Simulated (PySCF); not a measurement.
**methylamine: calculation against experiment**

**Experimental background.**

NIST CCCBDB Release 22 (SRD 101), experimental dipoles lists, for the gas: dipole moment (microwave Stark effect) 1.31 D.

The results are set against them at the end.

Methylamine, CH5N.
Atom-mapped SMILES: `[CH3:1][NH2:2]` (hydrogens: H3, H4, H5 on C1; H6, H7 on N2)

Cartesian coordinates in Å at the GFN2-xTB level; atoms count from 1:
```
atom  x, y, z in Å
C1    -0.5718    0.0399   -0.0015
N2     0.8528    0.1068    0.2753
H3    -1.0635   -0.4693    0.8268
H4    -0.8304   -0.4846   -0.9329
H5    -0.9609    1.0559   -0.0603
H6     1.2422   -0.8276    0.3448
H7     1.3349    0.5839   -0.4793
```

The PySCF runs (gas phase, on this GFN2-xTB geometry; no spin–orbit coupling):

```tsv
level	job	basis functions	wall time
PBE0/pcSseg-1	shieldings, charges and field gradients	59	4.8 s
B3LYP/pcJ-1	spin–spin couplings from 7 perturbed nuclei	104	5.0 s
```

Hardware: an x86-64 server with one thread, on a shared host.

**Comparison with experiment**

**Dipole moment.** Measured: 1.31 D (NIST CCCBDB Release 22 (SRD 101), experimental dipoles).

```csv
level,computed (D),computed − measured (D),% (from the printed values)
PBE0/pcSseg-1,1.42,+0.11,+8
B3LYP/pcJ-1,1.41,+0.10,+8
```

Closest is B3LYP/pcJ-1 (+0.10 D), furthest PBE0/pcSseg-1 (+0.11 D); one molecule doesn't rank methods. The computed dipoles belong to one fixed geometry; measured ones are averaged over vibrations unless marked μe. Magnitudes are compared, not signs.

The geometry is computed, not the measured one. Where a level misses, the cause wasn't examined.
